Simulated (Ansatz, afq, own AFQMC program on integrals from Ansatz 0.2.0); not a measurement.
**Where AFQMC and coupled cluster stand for GeHO, quartet**

```xyz
3

Ge    0.0000   -0.0565    0.3211
O     0.0000    0.1709   -1.5200
H     0.0000    1.3581    0.9850
```

Connectivity, by distances: GeH–O.

Basis cc-pVDZ. Only valence electrons are correlated. Integrals, coupled cluster, full CI and functionals: Ansatz 0.2.0; the random walks run on the same integrals in our own AFQMC program. ph-AFQMC/CISD is guided by a CISD state made of CCSD amplitudes; releasing the constraint for a short imaginary time cuts its bias at the price of noise, slowly where states lie close. Free projection: walkers drawn from exp(T), propagated without any constraint. Its projection time is finite, and what remains of the start isn't in its error. Uncertainties: one standard error, sampling alone. No spin–orbit coupling.

Determinant: ROHF, the one that the program's search chose, which needn't be the lowest solution. The geometry is a point of a scan.

No full CI on the walks' own integrals is used here; CCSDT(Q) serves as the reference and is uncertain by about the last step of the cluster series.

Cautions: no relativity below Rb; no spin-orbit coupling; inner d shell frozen; lower spins were not checked.

The T1 diagnostic is 0.0338 and the weight of the determinant in the CISD state is 0.889. The size of the correlated space is 11 electrons in 31 orbitals.

```tsv
level	correlation energy (eV)
MP2	-5.6146
CCSD	-6.3417
CCSD(T)	-6.4909
```

Question: Estimate where phaseless AFQMC with the Hartree–Fock trial lies against CCSD(T) on the same integrals.

Answer: 141.6 ± 61.8 meV below CCSD(T).

Reference: CCSDT(Q), correlation energy -6.533 eV. The released energy is read at 1.62 1/Eh, later times being too noisy (meV from the phaseless value at times in 1/Eh: -22 ± 16 at 0.24, -10 ± 14 at 0.51, -24 ± 11 at 0.99, -8 ± 14 at 1.62, -25 ± 22 at 2.40).

```tsv
level	E − E(reference) (meV)	share of correlation (%)
CCSD(T)	42.6	99.35
CCSDT	13.1	99.80
ph-AFQMC/HF	-99.1 ± 61.8	101.52
ph-AFQMC/CISD	14.6 ± 10.8	99.78
released AFQMC	6.4 ± 14.3	99.90
free AFQMC	-1.7 ± 12.4	100.03
```

Free projections are given only where their last times agree within the noise and don't stop above the reference; a slow remainder of the start can still hide under it. A walk keeps the symmetry of its determinant, which the program's search chose and which needn't be the lowest solution, so a lower state of the same spin and another symmetry isn't excluded. Released energies are given only where the last usable release times agree within the noise; a slower fall can still hide under it.
